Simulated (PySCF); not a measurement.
## Shifts of the heteroatoms

Geometry:
```csv
atom,x (Å),y (Å),z (Å)
O1,-1.505,0.134,0.011
Si2,0.000,0.086,0.000
O3,1.506,0.036,-0.012
```

Non-relativistic, one averaged value for each set of equivalent atoms, in vacuum, one conformer. PBE0/pcSseg-2 with gauge-including orbitals; coordinates at the PBE0-D3(BJ)/def2-TZVP level; PySCF.

Problem. What are the 29Si shifts?

Solution. 
```
atoms            environment  σ (ppm)  δ (ppm)
  Si2  silicon bonded to 2 O    325.3      4.3
```

Shieldings were converted by a linear fit to measured shifts: 29Si (scatter 6.5 ppm rms, 28.5 ppm with the 5 outliers that the fit left out vs TMS, solution or neat liquid). Occasional misses reach two or three times the rms, and more in compound classes unlike the fitted ones.

On a 400 MHz spectrometer 29Si resonates near 79.5 MHz, so 1 ppm is 79.5 Hz.

Problem. Predict the 17O NMR data.

Solution. 
```tsv
atoms	environment	σ (ppm)	δ (ppm)
O1/O3	oxygen bonded to Si	212.8	71.4
```

Shieldings were converted by a linear fit to measured shifts: 17O (scatter 11.0 ppm rms, 12.4 ppm with the 2 outliers that the fit left out vs liquid water, solution or neat liquid). A few per cent of atoms miss by over 2 rms, more outside the fitted compound classes.

On a 300 MHz spectrometer 17O resonates near 40.7 MHz, so 1 ppm is 40.7 Hz.
